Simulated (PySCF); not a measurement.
Species: C₃H₅Cl.
Atom-mapped SMILES: `[Cl:1][CH:2]1[CH2:3][CH2:4]1`

Cartesian coordinates in Å at the PBE0-D3(BJ)/def2-SVP level; atoms count from 1:
```xyz
9
C3H5Cl angstrom
Cl     2.1547   -0.1662   -0.7064
C      0.7316   -0.0916    0.3269
C     -0.5482   -0.6946   -0.1475
C     -0.4030    0.7996   -0.0534
H      1.0043   -0.1851    1.3807
H     -1.1691   -1.2167    0.5857
H     -0.5462   -1.1404   -1.1452
H     -0.9208    1.3359    0.7466
H     -0.3034    1.3572   -0.9879
```

NICS is the negative of the GIAO shielding at a point without a nucleus: at the ring centre (0) and 1 Å above and below it (1); zz is the component along the ring normal. Level: GIAO KT2/pcSseg-2 (PySCF, non-relativistic, gas phase) on the PBE0-D3(BJ)/def2-SVP geometry, one conformer.

Ring bond lengths (Å): C2–C3 1.492, C3–C4 1.504, C4–C2 1.492.

Q: What do the NICS probes read (ppm)?

A: 
```json
{"ring": "C2–C3–C4", "type": "3-membered carbocycle; formal bonds all single", "NICS(0)": "-41.1", "NICS(1), two faces": "-9.1 / -7.5", "NICS(1)zz, two faces": "-24.4 / -18.1", "rms pucker (Å)": "0.00", "centre to ring atoms, mean (Å)": "0.86"}
```

Q: What can be read from them?

A: 
- C2–C3–C4: mean NICS(1)zz -21.2 ppm, shielded. C2, C3, C4 have four or more neighbours, so the value isn't read as a sign of a π ring current. The two faces differ by 6.3 ppm, so no symmetry operation interchanges them. NICS(0) lies 33 ppm below the mean NICS(1).

Q: At the first NICS(1) probe listed for ring C2–C3–C4, 1 Å off the ring, what do the in-plane components average?

A: The isotropic value is a third of the trace: (3 × -9.1 − (-24.4))/2 = -1.4 ppm.

Q: What are the shieldings of the ring atoms and their hydrogens in the same run (means over atoms taken as equivalent)?

A: 
```
  atoms                 environment  σ isotropic (ppm)  principal values of the symmetric part, first atom (ppm)
     C2             sp3 C–Cl carbon              148.2                                       107.2, 124.8, 212.5
C3 (×2)  three-membered-ring carbon              171.3                                       134.5, 169.5, 209.8
     H5            methine hydrogen              28.20                                          20.7, 26.9, 37.0
H6 (×2)          methylene hydrogen              30.37                                          24.9, 26.2, 40.0
H7 (×2)          methylene hydrogen              30.58                                          25.4, 28.4, 37.9
```

Q: How do the values depend on the level or the medium?

A: 
| level | NICS(0), C2–C3–C4 | mean NICS(1)zz, C2–C3–C4 |
| --- | --- | --- |
| KT2/pcSseg-2, gas | -41.1 | -21.2 |
| PBE0/pcSseg-1, gas | -41.7 | -21.3 |
| B97-2/pcSseg-2, gas | -42.2 | -21.7 |
| BHandHLYP/pcSseg-2, gas | -42.0 | -22.0 |
| CAM-B3LYP/pcSseg-2, gas | -42.2 | -21.9 |
| LC-wPBE/pcSseg-2, gas | -43.3 | -22.3 |
| PBE0/6-311+G(2d,p), gas | -41.4 | -21.6 |
| PBE0/6-31G, gas | -40.9 | -20.2 |

The geometry is the same throughout.
